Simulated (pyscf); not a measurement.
`[CH]#[CH]` → `[C]=[CH2]` [singlet], a hydrogen shift (singlet surface; C–H broken, C–H formed). Optimised with ωB97X-D3(BJ)/def2-SVP in PySCF. MP2 and CC: frozen core, UHF for open shells. ΔMP2 is the change of the MP2 total energy from the triple- to the quadruple-zeta basis. Energies in kcal/mol from the reactant's lowest minimum found.

Small-basis levels: PySCF, no dispersion term, spherical d functions. 

**Question.** In single points B3LYP/6-31G* puts the saddle at 47.9 kcal/mol and the reaction energy at +41.6 kcal/mol. Should these be trusted to within a few kcal/mol? Compare with CCSD(T)/def2-TZVPP + ΔMP2(QZVPP).

**Answer.** CCSD(T)/def2-TZVPP + ΔMP2(QZVPP) gives ΔE‡ = 47.3 kcal/mol and ΔE = +44.8 kcal/mol. B3LYP/6-31G* lies 0.6 kcal/mol over it in the barrier and 3.2 kcal/mol under it in the reaction energy, so on this step it does not hold to within 3.0 kcal/mol. CCSD(T)/def2-TZVPP + ΔMP2(QZVPP) has limits of its own. One saddle was located; it need not be the lowest between these sides. The CCSD(T) − MP2 part came from Ansatz, without density fitting, on the same reference.
